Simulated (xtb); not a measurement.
ClF, singlet, at a GFN2-xTB geometry of the parent state; GFN0-xTB (xtb 6.7.1).

Input for xtb:
```
$ xtb mol.xyz --gfn 0 --chrg 0 --uhf 0 --json

# file mol.xyz
2

F     -0.00000000    -0.00000000    -1.04610145
Cl     0.00000000     0.00000000     0.55381842
```

Task: Write the output that xtb gives for this input, abridged.

Result: 
```
   ID    Z sym.   atoms
    1    9 F      1
    2   17 Cl     2

           -------------------------------------------------
          |                Calculation Setup                |
           -------------------------------------------------

           -------------------------------------------------
          |                 G F N 0 - x T B                 |
           -------------------------------------------------

          ...................................................
          :                      SETUP                      :
          :.................................................:
          :  # basis functions                  14          :
          :  # atomic orbitals                  13          :
          :  # shells                            5          :
          :  # electrons                        14          :
          :  electronic temp.          300.0000000     K    :
          :  accuracy                    1.0000000          :
          :  -> integral cutoff          0.2500000E+02      :
          :  -> integral neglect         0.1000000E-07      :
          ...................................................

         :::::::::::::::::::::::::::::::::::::::::::::::::::::
         ::                     SUMMARY                     ::
         :::::::::::::::::::::::::::::::::::::::::::::::::::::
         :: total energy              -8.098863519096 Eh    ::
         :: gradient norm              0.002017626763 Eh/a0 ::
         :: HOMO-LUMO gap              3.388295700533 eV    ::
         ::.................................................::
         :: H0 energy                 -8.096391010882 Eh    ::
         :: repulsion energy           0.002865395096 Eh    ::
         :: electrostat energy        -0.005203964923 Eh    ::
         :: -> Gsolv                   0.000000000000 Eh    ::
         ::    -> Gsasa                0.000000000000 Eh    ::
         ::    -> Gshift               0.000000000000 Eh    ::
         :: dispersion energy         -0.000133938387 Eh    ::
         :: short-range corr.          0.000000000000 Eh    ::
         :: add. restraining           0.000000000000 Eh    ::
         :: total charge              -0.000000000000 e     ::
         :::::::::::::::::::::::::::::::::::::::::::::::::::::

           -------------------------------------------------
          |                Property Printout                |
           -------------------------------------------------

[...]
      -------------------------------------------------------------
         1        2.0000           -0.9772268             -26.5917
         2        2.0000           -0.7946685             -21.6240
         3        2.0000           -0.4857218             -13.2172
         4        2.0000           -0.4802389             -13.0680
         5        2.0000           -0.4802389             -13.0680
         6        2.0000           -0.4150503             -11.2941
         7        2.0000           -0.4150503             -11.2941 (HOMO)
         8                         -0.2905327              -7.9058 (LUMO)
         9                         -0.0661407              -1.7998
        10                         -0.0661407              -1.7998
        11                         -0.0488616              -1.3296
        12                         -0.0488616              -1.3296
        13                          0.1889473               5.1415
      -------------------------------------------------------------
                  HL-Gap            0.1245176 Eh            3.3883 eV
             Fermi-level            0.0000000 Eh            0.0000 eV

     #   Z          covCN         q      C6AA      α(0)
     1   9 F        0.863    -0.096    10.265     3.690
     2  17 Cl       0.863     0.096    94.445    14.855

 Mol. C6AA /au·bohr⁶  :        164.610065
 Mol. C8AA /au·bohr⁸  :       5716.734804
 Mol. α(0) /au        :         18.545584

Wiberg/Mayer (AO) data.
largest (>0.10) Wiberg bond orders for each atom

 ---------------------------------------------------------------------------
     #   Z sym  total        # sym  WBO       # sym  WBO       # sym  WBO
 ---------------------------------------------------------------------------
     1   9 F    1.186 --     2 Cl   1.186
     2  17 Cl   1.186 --     1 F    1.186
 ---------------------------------------------------------------------------

Topologies differ in total number of bonds
Writing topology from bond orders to xtbtopo.mol

 dipole moment from electron density (au)
     X       Y       Z
  -0.0000  -0.0000   0.4222  total (Debye):    1.073

           -------------------------------------------------
          | TOTAL ENERGY               -8.098863519096 Eh   |
          | GRADIENT NORM               0.002017626763 Eh/α |
          | HOMO-LUMO GAP               3.388295700533 eV   |
           -------------------------------------------------

normal termination of xtb
```
